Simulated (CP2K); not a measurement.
# C2H5FO (SMILES COCF), run twice

Aim: energy and gradient of C2H5FO at GFN2-xTB.

Program for the calculation: CP2K 2026.2.

3 further runs of the same task are left out: 3 set aside as unsound or not needed.

**1. The structure to begin with**

C2H5FO: 9 atoms, total charge 0, spin state singlet. SMILES: `COCF`. The coordinates come from a GFN2-xTB relaxation. This is one conformer, not always the lowest.

Bond lengths: C1–O2 1.419 Å, O2–C3 1.362 Å, C3–F4 1.380 Å, C1–H5 1.096 Å, C1–H6 1.087 Å, C1–H7 1.094 Å, C3–H8 1.104 Å, C3–H9 1.095 Å. Some angles: C1–O2–C3 114.3°, O2–C3–F4 111.6°, O2–C1–H5 110.6°, O2–C1–H6 106.2°, O2–C1–H7 111.0°, O2–C3–H8 113.3°, O2–C3–H9 108.0°, F4–C3–H8 105.4°, F4–C3–H9 106.8°, H5–C1–H6 110.0°.

**2. Try one**

File molecule.pdb:

```
HETATM    1 C    MOL A   1      -0.650   0.781  -0.607  1.00  0.00           C
HETATM    2 O    MOL A   1      -0.083   0.478   0.658  1.00  0.00           O
HETATM    3 C    MOL A   1       0.568  -0.717   0.708  1.00  0.00           C
HETATM    4 F    MOL A   1       1.718  -0.701  -0.054  1.00  0.00           F
HETATM    5 H    MOL A   1      -1.356   0.000  -0.910  1.00  0.00           H
HETATM    6 H    MOL A   1      -1.171   1.727  -0.486  1.00  0.00           H
HETATM    7 H    MOL A   1       0.127   0.882  -1.370  1.00  0.00           H
HETATM    8 H    MOL A   1      -0.031  -1.557   0.316  1.00  0.00           H
HETATM    9 H    MOL A   1       0.877  -0.892   1.744  1.00  0.00           H
END
```

File mol.inp:

```
&GLOBAL
  PROJECT mol
  RUN_TYPE ENERGY_FORCE
  PRINT_LEVEL MEDIUM
&END
&FORCE_EVAL
  METHOD QUICKSTEP
  &DFT
    CHARGE 1
    MULTIPLICITY 1
    &QS
      METHOD XTB
      EPS_DEFAULT 1.0E-10
      &XTB
        GFN_TYPE TBLITE
        &TBLITE
          METHOD GFN2
        &END
        CHECK_ATOMIC_CHARGES F
      &END
    &END
    &POISSON
      PERIODIC NONE
      POISSON_SOLVER ANALYTIC
    &END
    &SCF
      SCF_GUESS ATOMIC
      EPS_SCF 1.0E-07
      MAX_SCF 150
      ADDED_MOS 4
      &DIAGONALIZATION
        ALGORITHM STANDARD
      &END
      &MIXING
        METHOD DIRECT_P_MIXING
        ALPHA 0.4
      &END
      &SMEAR ON
        METHOD FERMI_DIRAC
        ELECTRONIC_TEMPERATURE [K] 300
      &END
    &END
    &PRINT
      &MOMENTS
        PERIODIC F
        REFERENCE COM
        MAX_MOMENT 1
      &END
      &MO ON
        ENERGIES T
        OCCUPATION_NUMBERS T
        NDIGITS 6
        &EACH
          QS_SCF 0
        &END
        ADD_LAST NUMERIC
      &END
      &HIRSHFELD OFF
      &END
    &END
  &END
  &SUBSYS
    &CELL
      ABC [angstrom] 13.1 13.3 13.1
      PERIODIC NONE
    &END
    &TOPOLOGY
      COORD_FILE_NAME molecule.pdb
      COORD_FILE_FORMAT PDB
      CONN_FILE_FORMAT OFF
      &CENTER_COORDINATES
      &END
    &END
  &END
  &PRINT
    &FORCES ON
    &END
  &END
&END
```

Launch:

```
$ OMP_NUM_THREADS=1 cp2k.psmp -i mol.inp -o mol.out
```

Output:

```text
CP2K| version string:                                       CP2K version 2026.2
[...]
 GLOBAL| Method name                                                        CP2K
[...]
 GLOBAL| Run type                                                   ENERGY_FORCE
[...]
                             - Atoms:                                          9
[...]
                             - Spherical basis functions:                     21
[...]
 Number of electrons:                                                         25
[...]
  *** SCF run converged in    22 steps ***
[...]
  Fermi energy:                                                -0.69205698034442
[...]
 TB_DIPOLE| Moment [Debye]         -3.93761151      -0.09750061      -1.01973426
 TB_DIPOLE| Derivative [a.u.]       0.00000000       0.00000000       0.00000000
[...]
 ENERGY| Total FORCE_EVAL ( QS ) energy [hartree]            -15.055584035624515
 FORCES| Atomic forces [hartree/bohr]
 FORCES|   Atom     x               y               z               |f|
 FORCES|      1  9.45419307E-03  1.28767238E-02  3.11609832E-02   3.50171194E-02
 FORCES|      2 -2.12774926E-02 -1.36955766E-02 -3.03640646E-02   3.95256490E-02
 FORCES|      3  2.42019185E-02  1.41834162E-02  6.21951042E-03   2.87329857E-02
 FORCES|      4 -1.57027393E-02 -2.70717692E-03  2.88937061E-04   1.59370108E-02
 FORCES|      5  9.88197079E-04 -3.61230896E-03 -5.26197402E-03   6.45861286E-03
 FORCES|      6 -1.36924404E-03  5.83049848E-03 -4.75210332E-04   6.00794196E-03
 FORCES|      7  2.71715404E-03 -2.08468577E-03 -9.34972065E-03   9.95721432E-03
 FORCES|      8 -1.03003757E-03 -6.81598700E-03  2.35909167E-03   7.28587467E-03
 FORCES|      9  2.01805073E-03 -3.97490323E-03  5.42244729E-03   7.01963810E-03
 FORCES| Sum    -4.77048956E-18 -1.30104261E-17  7.89299182E-17
 FORCES| Total atomic force                                       8.01371371E-17
[...]
```

Run time: 0.3 s. Hardware: 1 thread of Arm Neoverse V1, shared host.

**3. Reading the log**

It ran to the end. The result can't be trusted all the same.

What is wrong: the electron count doesn't fit the spin or reference typed: an even count needs an odd multiplicity, an odd count an even one. To mend it: charge 0 in place of 1. That is the species meant; for the charge typed, the multiplicity would have to change.

**4. The mended input**

molecule.pdb is that of step 2.

File mol.inp:

```
&FORCE_EVAL
   METHOD QUICKSTEP
   &DFT
      CHARGE 0
      MULTIPLICITY 1
      &QS
         METHOD XTB
         EPS_DEFAULT 1.0E-10
         &XTB
            GFN_TYPE TBLITE
            &TBLITE
               METHOD GFN2
            &END
            CHECK_ATOMIC_CHARGES F
         &END
      &END
      &POISSON
         PERIODIC NONE
         POISSON_SOLVER ANALYTIC
      &END
      &SCF
         SCF_GUESS ATOMIC
         EPS_SCF 1.0E-07
         MAX_SCF 150
         ADDED_MOS 4
         &DIAGONALIZATION
            ALGORITHM STANDARD
         &END
         &MIXING
            METHOD DIRECT_P_MIXING
            ALPHA 0.4
         &END
         &SMEAR ON
            METHOD FERMI_DIRAC
            ELECTRONIC_TEMPERATURE [K] 300
         &END
      &END
      &PRINT
         &MOMENTS
            PERIODIC F
            REFERENCE COM
            MAX_MOMENT 1
         &END
         &MO ON
            ENERGIES T
            OCCUPATION_NUMBERS T
            NDIGITS 6
            &EACH
               QS_SCF 0
            &END
            ADD_LAST NUMERIC
         &END
         &HIRSHFELD OFF
         &END
      &END
   &END
   &SUBSYS
      &CELL
         ABC [angstrom] 13.1 13.3 13.1
         PERIODIC NONE
      &END
      &TOPOLOGY
         COORD_FILE_NAME molecule.pdb
         COORD_FILE_FORMAT PDB
         CONN_FILE_FORMAT OFF
         &CENTER_COORDINATES
         &END
      &END
   &END
   &PRINT
      &FORCES ON
      &END
   &END
&END
&GLOBAL
   PROJECT mol
   RUN_TYPE ENERGY_FORCE
   PRINT_LEVEL MEDIUM
&END
```

Launch:

```
$ OMP_NUM_THREADS=1 cp2k.psmp -i mol.inp > mol.out 2>&1
```

Output:

```text
CP2K| version string:                                       CP2K version 2026.2
[...]
 GLOBAL| Method name                                                        CP2K
[...]
 GLOBAL| Run type                                                   ENERGY_FORCE
[...]
                             - Atoms:                                          9
[...]
                             - Spherical basis functions:                     21
[...]
 Number of electrons:                                                         26
[...]
  *** SCF run converged in    13 steps ***
[...]
  Fermi energy:                                                -0.00885415991059
[...]
 TB_DIPOLE| Moment [Debye]         -1.79298619      -0.27352057      -0.17834303
 TB_DIPOLE| Derivative [a.u.]       0.00000000       0.00000000       0.00000000
[...]
 ENERGY| Total FORCE_EVAL ( QS ) energy [hartree]            -15.620500068938911
 FORCES| Atomic forces [hartree/bohr]
 FORCES|   Atom     x               y               z               |f|
 FORCES|      1  4.16874120E-04 -1.90695650E-04  5.65880321E-05   4.61899413E-04
 FORCES|      2 -2.58330360E-04  2.26546536E-04 -1.91970530E-04   3.93586829E-04
 FORCES|      3  1.93239620E-04  1.59514685E-04  4.61234314E-04   5.24903399E-04
 FORCES|      4  3.00992361E-04 -2.38877388E-06 -2.68774927E-04   4.03536948E-04
 FORCES|      5 -1.00970379E-04  1.65837599E-04  1.67593599E-05   1.94879457E-04
 FORCES|      6 -8.71805555E-05 -7.99123742E-06 -4.27183174E-05   9.74123389E-05
 FORCES|      7 -1.53029001E-04 -3.85342074E-05  1.77804415E-04   2.37733402E-04
 FORCES|      8 -2.15997229E-04 -3.20746203E-04 -1.76683938E-04   4.25147202E-04
 FORCES|      9 -9.55985749E-05  8.45725132E-06 -3.22384089E-05   1.01241926E-04
 FORCES| Sum     1.24900090E-16 -2.68136750E-17 -2.30745327E-16
 FORCES| Total atomic force                                       2.63746871E-16
[...]
```

Wall time 0.28 s (1 thread of Arm Neoverse V1, shared host).

**5. Summary of results**

At GFN2-xTB:

| quantity | value |
| --- | --- |
| total energy | -15.62050 Eh |
| dipole moment (from atomic charges alone) | 1.82 D |
| HOMO energy | -11.89 eV |
| LUMO energy | 0.66 eV |
| HOMO–LUMO gap | 12.54 eV |
| largest force on an atom | 0.027 eV/Å |

**Reading.** The dipole comes from point charges on the atoms alone, without atomic dipoles, so it is partial.
